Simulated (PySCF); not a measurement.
# [NO2]− (nitrite): CCSD(T)/STO-3G

Aim: the vertical ionisation energy of [NO2]− (nitrite) at CCSD(T)/STO-3G, from 2 runs. The job is set up through a Python script.

The results are computed with PySCF 2.14.0.

24 further runs of the same task are left out: 10 that didn't finish, 14 set aside as unsound or not needed.

## (1) The system as given

The species is [NO2]− (3 atoms), meant as a singlet with charge -1. As SMILES, `O=N[O-]`. The shape is that of a PBE0-D4/def2-TZVPD optimisation.

Bond lengths: O1–N2 1.245 Å, N2–O3 1.245 Å. Angles: O1–N2–O3 116.8°.

## (2) The energy at CCSD(T)/STO-3G

calc.py

```python
from pyscf import gto, cc

system = gto.M(
    atom='O 0.322840 0.992650 0.287620; N 0.325750 -0.245400 0.151990; O -0.648590 -0.747260 -0.439610',
    max_memory=1860,
    verbose=3,
    basis='sto-3g',
    charge=-1,
    spin=0,
)

myscf = system.RHF()
myscf.conv_tol = 1e-10
myscf.kernel()
if not myscf.converged:
    myscf = myscf.newton().run(myscf.mo_coeff, myscf.mo_occ)

mycc = cc.CCSD(myscf, frozen=3)
mycc.kernel()
e_t = mycc.ccsd_t()
etot = mycc.e_tot + e_t
print('E(%s) = %.9f' % ('CCSD(T)', etot))
```

The run is started by

```bash
$ OMP_NUM_THREADS=1 python calc.py
```

The log of the run:

```text
converged SCF energy = -201.15577243744
E(CCSD) = -201.3181645460053  E_corr = -0.1623921085657498
CCSD(T) correction = -0.0113125947565536
E(CCSD(T)) = -201.329477141
```

Run time: 0.97 s. Hardware: 1 thread of Arm Neoverse V1, shared host; peak memory 0.12 GiB.

## (3) Doublet neutral NO2, same level

start.xyz

```xyz
3

O      0.322840     0.992650     0.287620
N      0.325750    -0.245400     0.151990
O     -0.648590    -0.747260    -0.439610
```

input.py

```python
from pyscf import gto, scf, cc

mol = gto.Mole()
mol.atom = 'start.xyz'
mol.spin = 1
mol.verbose = 4
mol.basis = 'sto-3g'
mol.max_memory = 1860
mol.build()

mf = scf.UHF(mol)
mf.conv_tol = 1e-10
mf.kernel()
if not mf.converged:
    mf = mf.newton().run(mf.mo_coeff, mf.mo_occ)

mycc = cc.CCSD(mf, frozen=3)
mycc.kernel()
e_t = mycc.ccsd_t()
energy = mycc.e_tot + e_t
print('Final energy', energy)
```

The run is started by

```bash
$ OMP_NUM_THREADS=1 python input.py
```

The log of the run:

```text
PySCF version 2.14.0

[INPUT] num. atoms = 3
[INPUT] num. electrons = 23
[INPUT] charge = 0
[INPUT] spin (= nelec alpha-beta = 2S) = 1
[INPUT] symmetry False subgroup None
[INPUT] Mole.unit = angstrom
[INPUT] Symbol           X                Y                Z      unit          X                Y                Z       unit  Magmom
[INPUT]  1 O      0.322840000000   0.992650000000   0.287620000000 AA    0.610079182055   1.875836637550   0.543523027947 Bohr   0.0
[INPUT]  2 N      0.325750000000  -0.245400000000   0.151990000000 AA    0.615578285077  -0.463738790968   0.287219473673 Bohr   0.0
[INPUT]  3 O     -0.648590000000  -0.747260000000  -0.439610000000 AA   -1.225657467132  -1.412116743842  -0.830742501620 Bohr   0.0

nuclear repulsion = 63.5524637308991
number of shells = 9
number of NR pGTOs = 45
number of NR cGTOs = 15
basis = sto-3g
ecp = {}

[... 89 lines left out ...]
converged SCF energy = -201.272291285134  <S^2> = 0.77505278  2S+1 = 2.0248978
[... 12 lines left out ...]
Init t2, MP2 energy = -0.213599582677443
[... 16 lines left out ...]
UCCSD converged
[... 2 lines left out ...]
Final energy -201.50872352700844
```

Run time: 0.93 s. Hardware: 1 thread of Arm Neoverse V1, shared host; peak memory 0.1 GiB.

## (4) What came out

At CCSD(T)/STO-3G, 3 core orbitals frozen:

| quantity | value |
| --- | --- |
| singlet [NO2]−: total energy | -201.32948 Eh |
| singlet [NO2]−: HOMO energy (Hartree–Fock orbitals) | 2.84 eV |
| singlet [NO2]−: LUMO energy (Hartree–Fock orbitals) | 17.57 eV |
| singlet [NO2]−: HOMO–LUMO gap (to an unbound level, set by the basis) | 14.73 eV |
| singlet [NO2]−: correlation energy (3 core orbitals frozen) | -173.7 mEh |
| singlet [NO2]−: (T) correction | -11.31 mEh |
| singlet [NO2]−: T1 diagnostic | 0.021 |
| doublet neutral NO2: total energy | -201.50872 Eh |
| doublet neutral NO2: dipole moment (Hartree–Fock density) | 0.39 D |
| doublet neutral NO2: HOMO energy (Hartree–Fock orbitals) (highest over α and β) | -8.72 eV |
| doublet neutral NO2: LUMO energy (Hartree–Fock orbitals) (lowest over α and β) | 3.56 eV |
| doublet neutral NO2: correlation energy (3 core orbitals frozen) | -236.4 mEh |
| doublet neutral NO2: (T) correction | -22.56 mEh |
| doublet neutral NO2: ⟨S²⟩ of the reference determinant | 0.775 |
| doublet neutral NO2: T1 diagnostic | 0.028 |
| vertical detachment energy (to the doublet neutral) | -4.878 eV |

**Reading.** The species is unbound against losing an electron at this level, by 4.88 eV (−112 kcal/mol); missing correlation or diffuse functions can give that sign where the real anion is bound. In a minimal basis such a difference can be off by several eV, whatever the method. The T1 diagnostic (singlet [NO2]−) of 0.021 is above the customary mark for such species, so a single reference may not serve. The triples (singlet [NO2]−) make up 6.5 % of the correlation energy. The HOMO (singlet [NO2]−) lies at positive energy, 2.84 eV: the electron is unbound at this level or held by a compact basis; values depend on the basis. The triples (doublet neutral NO2) make up 9.5 % of the correlation energy.
